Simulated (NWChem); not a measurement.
The numbers come from NWChem runs, not from measurements. System: ethylene (C2H4), charge 0, spin multiplicity 1, at a geometry optimised with PBE/def2-SVP. Level: G0W0@BHandHLYP/def2-TZVP, RI basis def2-tzvp-rifit.

Job file:

```
start mol
memory heap 200 mb stack 700 mb global 1700 mb
geometry units angstroms nocenter noautoz
  C      0.000000     0.000000     0.670281
  C      0.000000     0.000000    -0.670281
  H      0.937449     0.000000     1.250738
  H     -0.937449     0.000000     1.250738
  H     -0.937449     0.000000    -1.250738
  H      0.937449     0.000000    -1.250738
  symmetry group D2h
end
basis spherical
  * library def2-tzvp
end
basis "ri basis" bse spherical
  * library def2-tzvp-rifit
end
dft
  xc bhlyp
  iterations 100
  direct
  tolerances tight
end
task dft energy
gw
  states alpha occ 4 vir 2
end
task dft gw
```

NWChem printed:

```
             Northwest Computational Chemistry Package (NWChem) 7.3.0
             --------------------------------------------------------

                                NWChem Input Module
                                -------------------

 Scaling coordinates for geometry "geometry" by  1.889725989
 (inverse scale =  0.529177249)

 Turning off AUTOSYM since
 SYMMETRY directive was detected!

                             Geometry "geometry" -> ""
                             -------------------------

 Output coordinates in angstroms (scale by  1.889725989 to convert to a.u.)

  No.       Tag          Charge          X              Y              Z
 ---- ---------------- ---------- -------------- -------------- --------------
    1 C                    6.0000     0.00000000     0.00000000     0.67028100
    2 C                    6.0000     0.00000000     0.00000000    -0.67028100
    3 H                    1.0000     0.93744900     0.00000000     1.25073800
    4 H                    1.0000    -0.93744900     0.00000000     1.25073800
    5 H                    1.0000    -0.93744900     0.00000000    -1.25073800
    6 H                    1.0000     0.93744900     0.00000000    -1.25073800

 Effective nuclear repulsion energy (a.u.)      32.9967627881

            Nuclear Dipole moment (a.u.)
            ----------------------------
        X                 Y               Z
 ---------------- ---------------- ----------------
     0.0000000000     0.0000000000     0.0000000000

      Symmetry information
      --------------------

 Group name             D2h
 Group number             26
 Group order               8
 No. of unique centers     2

      Symmetry unique atoms

     1    3


 Summary of "ao basis" -> "" (spherical)
 ------------------------------------------------------------------------------
       Tag                 Description            Shells   Functions and Types
 ---------------- ------------------------------  ------  ---------------------
 *                         def2-tzvp                  on all atoms

 new library libraries.bse/
[...]
           0.000000000000          73.677250166750           0.000000000000
           0.000000000000           0.000000000000          12.651385530754

     Multipole analysis of the density
     ---------------------------------

     L   x y z        total         alpha         beta         nuclear
     -   - - -        -----         -----         ----         -------
     0   0 0 0     -0.000000     -8.000000     -8.000000     16.000000

     1   1 0 0     -0.000000     -0.000000     -0.000000      0.000000
     1   0 1 0     -0.000000     -0.000000     -0.000000      0.000000
     1   0 0 1     -0.000000     -0.000000     -0.000000      0.000000

     2   2 0 0     -9.181899    -10.867528    -10.867528     12.553157
     2   1 1 0     -0.000000     -0.000000     -0.000000      0.000000
     2   1 0 1      0.000000      0.000000      0.000000      0.000000
     2   0 2 0    -11.859025     -5.929513     -5.929513      0.000000
     2   0 1 1      0.000000      0.000000      0.000000      0.000000
     2   0 0 2     -9.081124    -25.339693    -25.339693     41.598263

 Task  times  cpu:        1.8s     wall:        1.8s

                                NWChem Input Module
                                -------------------

                                 NWChem GW Module
                                 ----------------

                             ***********************
                             ***        GW       ***
                             ***********************

 Summary of "ri basis" -> "ri basis" (spherical)
 ------------------------------------------------------------------------------
       Tag                 Description            Shells   Functions and Types
 ---------------- ------------------------------  ------  ---------------------
 C                      def2-tzvp-rifit             22       76   8s6p4d3f1g
 H                      def2-tzvp-rifit              7       15   4s2p1d

                 Memory Information
                 ------------------
          Available GA per process is          1699.9 MBs
          Available stack per process is        700.0 MBs
          Available heap per process is           0.0 MBs

          Peak memory in Initialization
              Peak GA per process is                  1.8 MBs
              Peak stack per process is               0.1 MBs
              Peak heap per process is                2.0 MBs
              Memory not in MA per process            0.0 MBs

          Peak memory in AFF Calculation
              Peak GA per process is                  5.3 MBs
              Peak stack per process is               3.0 MBs
              Peak heap per process is                0.0 MBs
              Memory not in MA per process            3.0 MBs

          Computing 2-center integrals
          Computing Inverse Cholesky factor
          Computing 3-center integrals
          Computing V_xc ...

          Computing Sigma_x
          Computing RPA polarizability
          Solving quasiparticle equations

                  Alpha Orbitals
          State     Energy (eV)     Error (eV)
          -----------------------------------
@GW         5        -16.049           0.003
@GW         6        -14.778           0.003
@GW         7        -13.024           0.003
@GW         8        -10.412           0.003
@GW         9          2.555           0.003
@GW        10          4.012           0.003

   Applying  -1.6252 eV scissor-shift to rest of particle states

   Applying   1.4072 eV scissor-shift to rest of hole states

     GW Timing Statistics
   ------------------------
   Init.   :          0.0s
     ERIs  :          0.5s
     Distr.:          0.0s
     Vxc   :          0.4s
   Sigma_x :          0.0s
   RPA     :          0.1s
   Wmn     :          0.0s
   Sigma_c :          0.0s
   GW total:          1.1s

 Task  times  cpu:        1.1s     wall:        1.1s

 Total times  cpu:        2.9s     wall:        2.9s
```
